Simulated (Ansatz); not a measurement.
Saddle point of BSiNH$_{8}$, singlet (BNH₄ ([BH2][NH2]) + SiH₄ → BSiH₅ ([BH2][SiH3]) + NH₃ (still joined by a long B–N bond); bonds formed: B1–Si6, N2–H5; bonds broken: H5–Si6; bonds weakened to dative contacts: B1–N2), PBE0-D4/def2-TZVP structure:

B1  (-0.750, -0.330, -0.230)
N2  (-0.997, 1.142, -0.720)
H3  (-0.617, -1.133, -1.113)
H4  (-1.385, -0.648, 0.739)
H5  (0.148, 0.704, -0.134)
Si6  (1.242, -0.550, 0.667)
H7  (-1.637, 1.712, -0.196)
H8  (-1.023, 1.308, -1.711)
H9  (2.440, -0.370, -0.203)
H10  (1.506, 0.162, 1.951)
H11  (1.074, -1.997, 0.950)
(Å)

Energies are electronic, without zero-point energy. Barriers and step energies count from the start structure reached by relaxing down the imaginary mode; all methods use the PBE0-D4 structures, on which another method's saddle can fall below an end. Program: Ansatz 0.2.0. Basis: def2-TZVPP, with def2-QZVPP for the basis limit. Cores are frozen in the correlated methods. B3LYP uses VWN-RPA correlation. Extrapolation: Hartree–Fock as exp(−7.88 √X), correlation as X^−2.97.

```
      method  barrier (eV)  step energy (eV)
       SPW92         1.277            -0.154
      PBE-D4         1.651             0.111
     BLYP-D4         2.061             0.429
   r2SCAN-D4         1.846             0.203
      B97M-V         2.009             0.233
     PBE0-D4         1.806             0.108
    B3LYP-D4         2.153             0.403
  r2SCAN0-D4             ?             0.190
    BHLYP-D4         2.372             0.433
CAM-B3LYP-D4         2.200             0.393
     wB97X-V         2.099             0.282
     wB97M-V             ?             0.318
      B2PLYP         2.214             0.418
    PBE-QIDH         1.981             0.165
  RPA on PBE         2.233             0.382
          HF             ?             0.778
         MP2         2.106             0.299
        CCSD         2.303             0.360
     CCSD(T)         2.182             0.311
```

**Question.** Fill in the withheld barriers. (Judge from chemistry; the value comes from the calculation.)

**Answer.** By the calculation: wB97M-V 2.112; HF 3.036; r2SCAN0-D4 1.943 eV. Each is the energy of the saddle less that of the start structure, by the same method.

For comparison, the barrier by CCSD(T) at an estimated basis limit (MP2 extrapolated from triple and quadruple zeta, plus CCSD(T) − MP2 in triple zeta) is 2.142 eV.

T1 diagnostic: at most 0.013.

Labels in which every atom is bracketed show which atoms are joined, not bond orders.

For scale, one of the runs: CCSD(T)/def2-TZVPP, 216 basis functions, launched by `ansatz run in.yaml --threads 2 --pin off --events-out ev --progress --plain --max-ram 4352MiB`. Hardware: 2 CPU threads of an Arm Neoverse V1, shared host. Wall time 87 s; peak host memory 3.1 GiB.
